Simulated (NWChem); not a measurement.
# methylamine (CH5N); SMILES CN

Results from NWChem. Coordinates come from a PBE0/def2-SVP optimisation. Total energies compare along this basis series because the functional is fixed.

```csv
level,basis functions,energy (Ha),highest occupied level (eV),orbital gap (eV),dipole (D)
PBE/pcseg-1,53,-95.7060,-5.08,5.79,1.35
PBE/aug-pcseg-1,91,-95.7159,-5.42,4.80,1.24
PBE/pcseg-2,130,-95.7684,-5.35,5.25,1.30
PBE/STO-3G,15,-94.4997,___,___,___
PBE/def2-SVP,53,-95.6504,-4.87,5.91,1.27
```

### Question
What belongs in the gaps?

### Answer

- PBE/STO-3G, highest occupied level (eV): -1.93
- PBE/STO-3G, orbital gap (eV): 10.94
- PBE/STO-3G, dipole (D): 1.43
